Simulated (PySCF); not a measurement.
Name the molecule from its bond curve

A diatomic of charge 0 contains Si. Its singlet curve at PBE0 in a triple-zeta basis (no relativity, PySCF), in eV from the separated fragments:

R (Å), E (eV) and a bar:
```
    1.300     -5.867 #########################
    1.360     -6.991 ###########
    1.420     -7.613 ###
    1.466     -7.834 #
    1.511     -7.895 
    1.556     -7.833 #
    1.617     -7.604 ####
    1.692     -7.156 #########
    1.783     -6.474 #################
    1.904     -5.453 ##############################
```

The fit gives ωe = 1276 cm⁻¹ and the rotational constant Bₑ = 0.7277 cm⁻¹.

Task: Which atom is the partner?

Result: The minimum lies at 1.509 Å, so the reduced mass is 16.8576 u Å² cm⁻¹/(Bₑ·Re²) = 10.17 u. With Si at 27.98 u the partner weighs about 16.0 u: O. The molecule is SiO.
